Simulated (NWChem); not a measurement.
Molecule: C$_{2}$H$_{3}$F; SMILES C=CF

```xyz
6

C     -0.2356     1.1707     0.0000
C      0.4305     0.0250     0.0000
F     -0.1866    -1.1720     0.0000
H     -1.3200     1.1956     0.0000
H      0.3073     2.1087     0.0000
H      1.5123    -0.0766     0.0000
```
Atoms are numbered in this order, from 1.

Program: NWChem. Geometry optimised at B3LYP/6-31G*; all other runs use it. Pople sets run with spherical d functions.

```json
[
 {"quantity": "−ε(HOMO) (eV)", "level": "PBE/def2-SVP", "value": "6.29"},
 {"quantity": "isotropic polarisability (bohr³), static", "level": "PBE/def2-SVPD", "value": "27.9"},
 {"quantity": "cavity-dispersion-structure term (kcal/mol) in water", "level": "B3LYP/6-31G*, SMD", "value": "(withheld)"},
 {"quantity": "vertical, lowest excitation, singlet (eV)", "level": "PBE/def2-SVPD, TDA", "value": "7.01"},
 {"quantity": "dipole (D)", "level": "B3LYP/6-31G*", "value": "(withheld)"},
 {"quantity": "highest harmonic frequency (cm⁻¹)", "level": "B3LYP/6-31G*", "value": "(withheld)"}
]
```

Task: Fill in the missing entries.

Result: 
- cavity-dispersion-structure term (kcal/mol) in water, value: 3.7
- dipole (D), value: 1.24
- highest harmonic frequency (cm⁻¹), value: 3286
